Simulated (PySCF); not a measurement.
A geometry optimisation, step by step.

C₂H₂ClNO.
Atom-mapped SMILES: `[O:1]=[N:2]/[CH:3]=[CH:4]/[Cl:5]` (hydrogens: H6 on C3; H7 on C4)

Computed by this run: PBE0-D3(BJ)/def2-TZVP geometry optimisation, gas phase in PySCF; density fitting, grid level 2; the optimiser is geomeTRIC in internal coordinates, started from a GFN2-xTB structure with every atom displaced at random (about 0.01 Å). The frame can shift and turn from step to step; on so coarse a grid that alone can change the energy by a few meV, and forces under 0.02 eV/Å are noise.

Step 0: E = -18154.9813 eV, largest atomic force 3.411 eV/Å
```
atom  x, y, z in Å  |  force x, y, z in eV/Å
O1     -2.017   -0.681   -0.117    0.879   0.838   0.158
N2     -1.490    0.384    0.183   -2.309  -0.927   0.086
C3     -0.182    0.605   -0.085    3.310  -0.813  -0.141
C4      0.773   -0.395   -0.041   -2.764   0.628  -0.040
Cl5     2.410   -0.168    0.048    0.818   0.224  -0.080
H6      0.121    1.654   -0.073   -0.140  -0.211  -0.011
H7      0.419   -1.428    0.036    0.206   0.261   0.029
```

Step 1: E = -18155.1308 eV, largest atomic force 1.385 eV/Å
```
atom  x, y, z in Å  |  force x, y, z in eV/Å
O1     -1.847   -0.739   -0.197   -0.650   0.607   0.359
N2     -1.548    0.377    0.168    0.607  -1.013  -0.723
C3     -0.146    0.637   -0.040   -0.383   0.425   0.372
C4      0.701   -0.381    0.003    0.368  -0.090  -0.030
Cl5     2.391   -0.200   -0.015   -0.046  -0.022  -0.064
H6      0.142    1.678   -0.048    0.033   0.049   0.030
H7      0.341   -1.401    0.078    0.071   0.043   0.057
```

Step 2: E = -18155.1592 eV, largest atomic force 0.618 eV/Å
```
atom  x, y, z in Å  |  force x, y, z in eV/Å
O1     -2.019   -0.668   -0.194    0.421   0.418   0.175
N2     -1.565    0.399    0.144    0.133  -0.454  -0.230
C3     -0.147    0.585   -0.032   -0.188   0.178   0.088
C4      0.750   -0.398    0.008   -0.315  -0.131  -0.059
Cl5     2.428   -0.138   -0.019   -0.049  -0.015  -0.005
H6      0.146    1.626   -0.038   -0.036   0.066   0.006
H7      0.442   -1.434    0.081    0.034  -0.062   0.025
```

Step 3: E = -18155.1737 eV, largest atomic force 0.549 eV/Å
```
atom  x, y, z in Å  |  force x, y, z in eV/Å
O1     -1.939   -0.720   -0.187    0.304   0.031  -0.020
N2     -1.540    0.370    0.127   -0.172   0.391   0.078
C3     -0.138    0.629   -0.030   -0.236  -0.495   0.002
C4      0.721   -0.387    0.010    0.153   0.162  -0.068
Cl5     2.406   -0.183   -0.029    0.040  -0.036   0.028
H6      0.143    1.675   -0.029   -0.064  -0.067  -0.009
H7      0.382   -1.413    0.089   -0.025   0.014  -0.011
```

Step 4: E = -18155.1806 eV, largest atomic force 0.342 eV/Å
```
atom  x, y, z in Å  |  force x, y, z in eV/Å
O1     -1.913   -0.718   -0.181   -0.250  -0.232  -0.023
N2     -1.552    0.387    0.119    0.158   0.078  -0.022
C3     -0.149    0.622   -0.024    0.128   0.160   0.045
C4      0.724   -0.382    0.007    0.010  -0.082   0.011
Cl5     2.411   -0.198   -0.028   -0.062   0.071  -0.006
H6      0.127    1.668   -0.030    0.034  -0.002   0.002
H7      0.385   -1.409    0.085   -0.018   0.007  -0.007
```

Step 5: E = -18155.1828 eV, largest atomic force 0.131 eV/Å
```
atom  x, y, z in Å  |  force x, y, z in eV/Å
O1     -1.939   -0.706   -0.173   -0.049  -0.060   0.005
N2     -1.551    0.395    0.116    0.074   0.003  -0.034
C3     -0.144    0.611   -0.026   -0.115   0.053   0.032
C4      0.724   -0.396    0.006    0.032   0.052   0.000
Cl5     2.405   -0.161   -0.019    0.027  -0.060  -0.007
H6      0.143    1.654   -0.030    0.022   0.003   0.004
H7      0.396   -1.426    0.076    0.009   0.009  -0.001
```

Step 6: E = -18155.1836 eV, largest atomic force 0.113 eV/Å
```
atom  x, y, z in Å  |  force x, y, z in eV/Å
O1     -1.936   -0.719   -0.167    0.098   0.055   0.014
N2     -1.551    0.387    0.110   -0.047   0.023  -0.011
C3     -0.145    0.620   -0.026   -0.015  -0.052   0.009
C4      0.727   -0.385    0.007    0.016  -0.035  -0.020
Cl5     2.412   -0.183   -0.018   -0.026   0.020   0.002
H6      0.138    1.664   -0.030   -0.019   0.001   0.001
H7      0.390   -1.413    0.073   -0.007  -0.011   0.005
```

Step 7: E = -18155.1842 eV, largest atomic force 0.021 eV/Å
```
atom  x, y, z in Å  |  force x, y, z in eV/Å
O1     -1.929   -0.719   -0.167   -0.010  -0.018   0.004
N2     -1.551    0.390    0.106    0.001   0.019  -0.009
C3     -0.146    0.619   -0.024    0.005  -0.005   0.011
C4      0.725   -0.387    0.007    0.015   0.001  -0.007
Cl5     2.409   -0.179   -0.020   -0.011   0.003   0.001
H6      0.138    1.663   -0.028    0.001  -0.002   0.001
H7      0.389   -1.416    0.075   -0.002   0.002   0.000
```

Step 8: E = -18155.1843 eV, largest atomic force under 0.02 eV/Å
```
atom  x, y, z in Å  |  force x, y, z in eV/Å
O1     -1.929   -0.719   -0.163   -0.007  -0.009   0.003
N2     -1.552    0.392    0.103   -0.002   0.004  -0.007
C3     -0.146    0.618   -0.024    0.004   0.006   0.007
C4      0.725   -0.388    0.007    0.007   0.001  -0.002
Cl5     2.408   -0.177   -0.018   -0.004  -0.001  -0.001
H6      0.138    1.662   -0.027    0.001   0.000   0.001
H7      0.391   -1.417    0.072    0.000   0.000   0.000
```

Question: Summarise the path.

Answer: The energy falls by 4.68 kcal/mol from step 0 to step 8; nine tenths of that is first reached at step 3. It falls at every step. The largest force goes from 3.411 to under 0.02 eV/Å. Among the bonds N2–C3 changes most, from 1.354 to 1.430 Å; the atoms move by 0.074 Å rms after alignment.

Question: Follow the three bonds and two angles with the largest change from start to end.

Answer: 
```csv
step,E above end (kcal/mol),largest force (eV/Å),N2–C3 (Å),C3=C4 (Å),C4–Cl5 (Å),O1–N2–C3 (°),C4–C3–H6 (°)
0,4.68,3.411,1.354,1.384,1.655,120.6,120.2
1,1.23,1.385,1.440,1.326,1.700,111.3,124.8
2,0.58,0.618,1.441,1.331,1.699,116.7,121.9
3,0.25,0.549,1.434,1.331,1.698,117.4,124.7
4,0.09,0.342,1.429,1.331,1.698,115.0,124.2
5,0.03,0.131,1.431,1.330,1.697,115.6,123.8
6,0.02,0.113,1.431,1.331,1.697,116.2,123.9
7,0.00,0.021,1.430,1.331,1.697,115.8,123.9
8,0.00,under 0.02,1.430,1.331,1.697,115.8,123.9
```

The cost below is that of the whole optimisation. Hardware: Arm Neoverse N1, one thread, shared host with 64 logical CPUs at a one-minute load of 61. Cost: 2.4 min wall, 0.65 GiB resident at most.
